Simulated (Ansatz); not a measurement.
**Two structures, one formula**

Two relaxed structures of CH4AlO (charge -1), singlet (PBE0-D4/def2-TZVPD; forces vanish, vibrations not checked).

A:

```xyz
7
angstrom
C -0.6757 0.5666 -0.1826
Al 0.7796 -0.7262 0.3027
O 0.8147 -1.7332 1.5957
H -0.2929 1.5961 -0.2065
H -1.5148 0.5345 0.5203
H -1.0663 0.3612 -1.1885
H 1.9552 -0.5990 -0.8411
```

B:

C1  (-0.816, 0.349, -0.290)
Al2  (0.700, -0.608, 0.099)
O3  (1.025, -1.457, 1.611)
H4  (0.313, -1.376, 2.247)
H5  (-1.675, 0.496, 0.369)
H6  (-0.951, 0.850, -1.251)
H7  (1.983, -0.838, -0.862)
(Å)

Computed with Ansatz 0.2.0 (basis: def2-TZVPPD); correlated methods freeze the cores. B3LYP uses VWN-RPA correlation.

(1) Which structure is lower at CCSD(T), and by how much? (Judge from chemistry; the value comes from the calculation.)

T1 diagnostic: at most 0.020.

## Answers

(1) By the calculation: A, by 41.3 kJ/mol (electronic energy, against the other). By their contacts, A is CH₄AlO ([CH3][AlH][O]), total charge -1 and B is CH₄AlO ([CH2][AlH][OH]), total charge -1.

All methods give the same order:

```json
{"method": "PBE-D4", "E(B) − E(A) (kJ/mol)": "49.2"}
{"method": "r2SCAN-D4", "E(B) − E(A) (kJ/mol)": "43.9"}
{"method": "PBE0-D4", "E(B) − E(A) (kJ/mol)": "39.4"}
{"method": "B3LYP-D4", "E(B) − E(A) (kJ/mol)": "46.1"}
{"method": "wB97M-V", "E(B) − E(A) (kJ/mol)": "40.9"}
{"method": "HF", "E(B) − E(A) (kJ/mol)": "23.6"}
{"method": "MP2", "E(B) − E(A) (kJ/mol)": "50.6"}
{"method": "CCSD", "E(B) − E(A) (kJ/mol)": "37.5"}
{"method": "CCSD(T)", "E(B) − E(A) (kJ/mol)": "41.3"}
```

Labels in which every atom is bracketed show which atoms are joined, not bond orders.

For scale, one of the runs: CCSD(T)/def2-TZVPPD, 193 basis functions, launched by `ansatz run in.yaml --threads 2 --pin off --events-out ev --progress --plain --max-ram 4352MiB`. Hardware: 2 CPU threads of an Arm Neoverse V2, shared host. Wall time 41 s; peak host memory 2.1 GiB.
